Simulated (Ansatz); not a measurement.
Working through the interaction energy of a dimer with the counterpoise correction of CHNO, SMILES N=C=O

With Ansatz 0.2.0, Python API.

Run as a notebook:

**Cell 1**
```python
import ansatz as az
import numpy as np
```

**Cell 2**
```python
FIRST = [
    ("N", (0.5064, -0.3499, -0.3509)),
    ("C", (-0.4622, 0.1859, 0.0878)),
    ("O", (-1.4978, 0.6291, 0.3387)),
    ("H", (1.4536, -0.4651, -0.0757)),
]
SECOND = [
    ("N", (0.1851, 0.2654, -3.5539)),
    ("C", (0.4989, -0.7017, -2.934)),
    ("O", (0.8829, -1.7076, -2.5189)),
    ("H", (-0.2713, 1.1267, -3.364)),
]
```

**Cell 3**
```python
def energy(atoms, ghosts=()):
    molecule = az.Crystal.molecule()
    for symbol, xyz in atoms:
        molecule = molecule.atom(symbol, xyz)
    calc = (
        molecule.calculation()
        .basis(gaussian="cc-pVDZ")
        .functional("r2scan", dispersion="d3bj")
    )
    deck = calc.input()
    if ghosts:
        deck = deck.set(az.key.basis.gaussian.ghost_atoms, [{"symbol": s, "position_ang": list(xyz)} for s, xyz in ghosts])
    return az.Session.from_dict(deck).plan().execute().report["free_energy_ev"]
```

**Cell 4**
```python
# ghost atoms carry the functions of the partner
direction = np.array([0.1038, -0.0815, -0.9913])
print("shift (A)   counterpoise-corrected interaction (kJ/mol)")
for shift in (-0.3, 0.0, 0.4, 1.0, 2.0):
    moved = [(s, tuple(np.round(np.array(xyz) + shift * direction, 4))) for s, xyz in SECOND]
    gain = energy(FIRST + moved) - energy(FIRST, moved) - energy(moved, FIRST)
    print(f"{shift:8.2f} {96.485332 * gain:14.3f}")
```
Output:
```text
shift (A)   counterpoise-corrected interaction (kJ/mol)
DeckWarning: the engine holds no damping parameters fitted to this dispersion correction and functional, so the run takes those fitted to r2scan beside the three-body term, which d3bj leaves out (hamiltonian.dispersion, under Limitations)
   -0.30         47.405
    0.00         10.814
    0.40         -2.897
    1.00         -3.854
    2.00         -1.652
```

Reading the output:
- Warnings are shown shortened and without file and line.
- The dimer is a generated trial pose of unrelaxed monomers, not a minimum, so the figure is no binding energy, and the basis set is small.
- A dispersion term here runs with damping parameters fitted for another variant or functional.
- Run time: 83 s on 1 thread of Arm Neoverse N1 (shared host), peak memory 0.21 GiB.
